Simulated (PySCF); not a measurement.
# SO⁺: energy against distance

Set-up: PySCF, no relativity, basis sets S def2-TZVP, O def2-TZVP. Energies in eV from S⁺ + O in their ground configurations at the same level. All curves are PBE0. state 1: ²Π (doublet), unpaired electrons π ↑; state 2: ⁴Π (quartet), unpaired electrons π ↑↑↑, a second solution, started from another occupation; state 3: sextet, unpaired electrons σ ↑, π ↑↑↑↑, a second solution, started from another occupation.

| R (Å) | state 1 | state 2 | state 3 |
| --- | --- | --- | --- |
| 1.220 | -3.046 | 4.229 | 18.9446 |
| 1.276 | -4.331 | 1.916 | 15.4490 |
| 1.333 | -5.036 | 0.267 | 12.6429 |
| 1.375 | -5.284 | -0.636 | 10.8809 |
| 1.418 | -5.351 | -1.310 | 9.3568 |
| 1.460 | -5.277 | -1.802 | 8.0251 |
| 1.517 | -5.016 | -2.233 | 6.4930 |
| 1.588 | -4.512 | -2.497 | 4.9076 |
| 1.673 | -3.750 | -2.535 | 3.3968 |
| 1.787 | -2.620 | -2.289 | 1.9085 |

Question: Put a parabola through the three lowest points of the state 1 curve and estimate Re, k and ωe (reduced mass 10.66 u; 1 eV/Å² = 0.16022 mdyn/Å; ωe = 1302.8·√(k/μ) cm⁻¹).

Answer: Through R = 1.375, 1.418, 1.46 Å the second-order coefficient is 39.1 eV/Å², so Re ≈ 1.416 Å, k ≈ 12.5 mdyn/Å and ωe ≈ 1412 cm⁻¹. A polynomial fit of higher order to the unrounded PBE0 energies gives Re = 1.415 Å, k = 12.6 mdyn/Å, ωe = 1416 cm⁻¹; anharmonicity and rounding make the difference.

The higher-order fit for each curve: state 1: Re = 1.415 Å, ωe = 1416 cm⁻¹, De = 5.35 eV; state 2: Re = 1.643 Å, ωe = 904 cm⁻¹, minimum 2.55 eV below the ground-state fragments. State 3 gave no clean fit.

For an ion De counts to the pair picked by the measured ionisation energies or electron affinities, which need not be the lowest pair at this level. The state was picked by a PBE0 search and need not be the measured ground state.
